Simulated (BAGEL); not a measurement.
**[HF2]− (SMILES F[H-]F) at NEVPT2(16,9)/6-31G(d) (density fitting with cc-pvqz-jkfit, spherical functions)**

Aim: the vertical singlet–triplet gap of [HF2]− at NEVPT2(16,9)/6-31G* (density fitting with cc-pvqz-jkfit, spherical functions), from 2 runs. 

Program for the calculation: BAGEL 1.2.2.

3 further runs of the same task are left out: 3 set aside as unsound or not needed. Runs told in other sessions of the task aren't counted.

### Step 1. The structure to begin with

The species is [HF2]− (3 atoms), meant as a singlet with charge -1. As SMILES, `F[H-]F`. The shape is that of a PBE0-D4/def2-TZVPD optimisation.

A long bond or contact: F1–H2 1.143 Å.

### Step 2. A single-point energy at NEVPT2(16,9)/6-31G(d) (density fitting with cc-pvqz-jkfit, spherical functions)

Contents of job.json:

```json
{ "bagel": [

{
  "title": "molecule",
  "basis": "6-31gs.json",
  "df_basis": "cc-pvqz-jkfit",
  "angstrom": true,
  "geometry": [
    { "atom": "F", "xyz": [      -0.973200,       0.344400,      -0.491000 ] },
    { "atom": "H", "xyz": [       0.000000,       0.000000,       0.000000 ] },
    { "atom": "F", "xyz": [       0.973200,      -0.344400,       0.491000 ] }
  ]
},

{ "title": "hf", "charge": -1 },

{ "title": "casscf", "nstate": 1, "nact": 9, "nclosed": 2, "charge": -1, "maxiter": 200, "natocc": true },

{ "title": "nevpt2", "nstate": 1, "nact": 9, "nclosed": 2, "charge": -1, "maxiter": 200, "natocc": true, "ncore": 2 },

{ "title": "print", "file": "orbitals.molden", "orbitals": true }

]}
```

The basis set 6-31G* is read from a file made from the Basis Set Exchange's data (not shown).

Run with:

```
$ BAGEL_NUM_THREADS=1 BAGEL job.json > job.out
```

Output:

```text
* using 1 threads per process

  ===============================================================
  ===============================================================

  *** Geometry ***

  { "atom" : "F", "xyz" : [     -1.839081,      0.650822,     -0.927856 ] },
  { "atom" : "H", "xyz" : [      0.000000,      0.000000,      0.000000 ] },
  { "atom" : "F", "xyz" : [      1.839081,     -0.650822,      0.927856 ] },

  Number of auxiliary basis functions:      263

  Since a DF basis is specified, we compute 2- and 3-index integrals:
    o Being stored without compression. Storage requirement is 0.002 GB

  Number of basis functions:       30
  Number of electrons      :       19

    * METHOD: MOLECULE                             0.06

  *** RHF ***

  === Nuclear Repulsion ===
    27.0801256169

      * DIIS with orbital gradients will be used.

  === RHF iteration (6-31gs.json) ===
      0       -199.25018701          0.04804670           0.01
      1       -199.39023068          0.02573774           0.01
      2       -199.44321088          0.00047264           0.01
      3       -199.44324576          0.00004165           0.01
      4       -199.44324603          0.00000731           0.01
      5       -199.44324604          0.00000113           0.00
      6       -199.44324604          0.00000022           0.01
      7       -199.44324604          0.00000003           0.01
      8       -199.44324604          0.00000000           0.01
    * SCF iteration converged.

    * Permanent dipole moment:
           (    0.000000,    -0.000000,     0.000000) a.u.

    * METHOD: HF                                   0.08

  ---------------------------
      CASSCF calculation
  ---------------------------

    * nstate   :      1
    * nclosed  :      2
    * nact     :      9
    * nvirt    :     19
  === CASSCF iteration (6-31gs.json) ===

    * Using the second-order algorithm

      0  0      -199.44692467     1.54e-03      0.01

      1  0      -199.46016791     1.83e-03      0.04

      2  0      -199.46203703     7.72e-04      0.05

      3  0      -199.46206464     1.98e-04      0.04

      4  0      -199.46206520     4.90e-05      0.04

      5  0      -199.46206522     1.19e-05      0.04

      6  0      -199.46206523     2.81e-06      0.04

      7  0      -199.46206523     6.57e-07      0.04

      8  0      -199.46206523     1.53e-07      0.04

      9  0      -199.46206523     3.60e-08      0.04

     10  0      -199.46206523     8.47e-09      0.04

    * Second-order optimization converged. *

     guess   0:   closed 11111111.            open .........

  === FCI iteration ===

      0  0      -199.44268798     2.46e-02      0.00
      1  0      -199.46140968     4.23e-03      0.00
      2  0      -199.46204299     6.91e-04      0.00
      3  0      -199.46206499     9.00e-05      0.00
      4  0      -199.46206522     1.15e-05      0.00
      5  0      -199.46206523     1.34e-06      0.00
      6  0      -199.46206523     1.13e-07      0.00
      7  0      -199.46206523     7.38e-09      0.00
      8  0      -199.46206523     3.16e-10      0.00
      9  0 *    -199.46206523     3.21e-12      0.00

     * ci vector, state   0, <S^2> = 0.0000
       22222222.    -0.9959687637
       2222222.2     0.0721045201
       222222.22     0.0519815696

    * METHOD: CASSCF                               0.43

    * freezing 2 orbitals

  === DF-NEVPT2 calculation ===

    * 3-index integral transformation done
    * assembly done

      NEVPT2 correlation energy:   -0.3042178991      0.03

          (+0)      0.0000000000
          (+0)'     0.0000000000
          (+1)      0.0000000000
          (+1)'     0.0000000000
          (+2)      0.0000000000
          (-1)      0.0000000000
          (-1)'    -0.0751629866
          (-2)     -0.2290549125

      NEVPT2 total energy:       -199.7662831253

    * METHOD: NEVPT2                              29.93

    * METHOD: PRINT                                0.00

  ===============================================================
```

Wall time 31 s (1 thread of Intel Xeon Platinum 8375C at 2.90GHz (Ice Lake), shared host); peak memory 1.1 GiB.

### Step 3. The triplet, same level

Contents of calc.json:

```json
{ "bagel" : [

{
  "title" : "molecule",
  "basis" : "6-31gs.json",
  "df_basis" : "cc-pvqz-jkfit",
  "angstrom" : "true",
  "geometry" : [
    { "atom" : "F", "xyz" : [      -0.973200,       0.344400,      -0.491000 ] },
    { "atom" : "H", "xyz" : [       0.000000,       0.000000,       0.000000 ] },
    { "atom" : "F", "xyz" : [       0.973200,      -0.344400,       0.491000 ] }
  ]
},

{ "title" : "hf", "charge" : -1 },

{ "title" : "casscf", "nstate" : 1, "nact" : 9, "nclosed" : 2, "charge" : -1, "nspin" : 2, "maxiter" : 200, "natocc" : "true" },

{
  "title" : "nevpt2",
  "nstate" : 1,
  "nact" : 9,
  "nclosed" : 2,
  "charge" : -1,
  "nspin" : 2,
  "maxiter" : 200,
  "natocc" : "true",
  "ncore" : 2
},

{ "title" : "print", "file" : "orbitals.molden", "orbitals" : "true" }

]}
```

The basis set 6-31G* is read from a file made from the Basis Set Exchange's data (not shown).

Run with:

```
$ BAGEL_NUM_THREADS=1 BAGEL calc.json > calc.out
```

Output:

```text
* using 1 threads per process

  ===============================================================
  ===============================================================

  *** Geometry ***

  { "atom" : "F", "xyz" : [     -1.839081,      0.650822,     -0.927856 ] },
  { "atom" : "H", "xyz" : [      0.000000,      0.000000,      0.000000 ] },
  { "atom" : "F", "xyz" : [      1.839081,     -0.650822,      0.927856 ] },

  Number of auxiliary basis functions:      263

  Since a DF basis is specified, we compute 2- and 3-index integrals:
    o Being stored without compression. Storage requirement is 0.002 GB

  Number of basis functions:       30
  Number of electrons      :       19

    * METHOD: MOLECULE                             0.06

  *** RHF ***

  === Nuclear Repulsion ===
    27.0801256169

      * DIIS with orbital gradients will be used.

  === RHF iteration (6-31gs.json) ===
      0       -199.25018701          0.04804670           0.01
      1       -199.39023068          0.02573774           0.01
      2       -199.44321088          0.00047264           0.01
      3       -199.44324576          0.00004165           0.01
      4       -199.44324603          0.00000731           0.01
      5       -199.44324604          0.00000113           0.01
      6       -199.44324604          0.00000022           0.00
      7       -199.44324604          0.00000003           0.01
      8       -199.44324604          0.00000000           0.01
    * SCF iteration converged.

    * Permanent dipole moment:
           (    0.000000,    -0.000000,     0.000000) a.u.

    * METHOD: HF                                   0.09

  ---------------------------
      CASSCF calculation
  ---------------------------

    * nstate   :      1
    * nclosed  :      2
    * nact     :      9
    * nvirt    :     19
  === CASSCF iteration (6-31gs.json) ===

    * Using the second-order algorithm

      0  0      -198.93227469     5.67e-02      0.01

      1  0      -198.98035650     4.31e-03      0.04

      2  0      -198.98065970     3.55e-04      0.04

      3  0      -198.98066130     2.72e-05      0.03

      4  0      -198.98066131     2.09e-06      0.03

      5  0      -198.98066131     2.17e-07      0.03

      6  0      -198.98066131     1.66e-08      0.03

      7  0      -198.98066131     1.68e-09      0.03

    * Second-order optimization converged. *

     guess   0:   closed 1111111..            open .......11

  === FCI iteration ===

      0  0      -198.97880275     9.45e-03      0.00
      1  0      -198.98061496     1.29e-03      0.00
      2  0      -198.98065992     1.79e-04      0.00
      3  0      -198.98066129     2.07e-05      0.00
      4  0      -198.98066131     2.87e-06      0.00
      5  0      -198.98066131     8.32e-07      0.00
      6  0      -198.98066131     1.42e-07      0.00
      7  0      -198.98066131     1.25e-08      0.00
      8  0      -198.98066131     1.89e-09      0.00
      9  0 *    -198.98066131     8.21e-11      0.00

     * ci vector, state   0, <S^2> = 2.0000
       2222222aa    -0.9994518903

    * METHOD: CASSCF                               0.25

    * freezing 2 orbitals

  === DF-NEVPT2 calculation ===

    * 3-index integral transformation done
    * assembly done

      NEVPT2 correlation energy:   -0.3108277011      0.03

          (+0)      0.0000000000
          (+0)'     0.0000000000
          (+1)      0.0000000000
          (+1)'     0.0000000000
          (+2)      0.0000000000
          (-1)      0.0000000000
          (-1)'    -0.0802063349
          (-2)     -0.2306213662

      NEVPT2 total energy:       -199.2914890105

    * METHOD: NEVPT2                              27.47

    * METHOD: PRINT                                0.00

  ===============================================================
```

Wall time 28 s (1 thread of Intel Xeon Platinum 8375C at 2.90GHz (Ice Lake), shared host); peak memory 1.1 GiB.

### Step 4. Outcome

At NEVPT2(16,9)/6-31G* (density fitting with cc-pvqz-jkfit, spherical functions), 2 core orbitals frozen:

| quantity | value |
| --- | --- |
| singlet: total energy | -199.76628 Eh |
| triplet: total energy | -199.29149 Eh |
| vertical energy of the triplet above the singlet | 12.920 eV |

In words: At this shape the triplet lies 12.92 eV (1247 kJ/mol) above the singlet. For an anion a state so high probably lies above electron detachment.
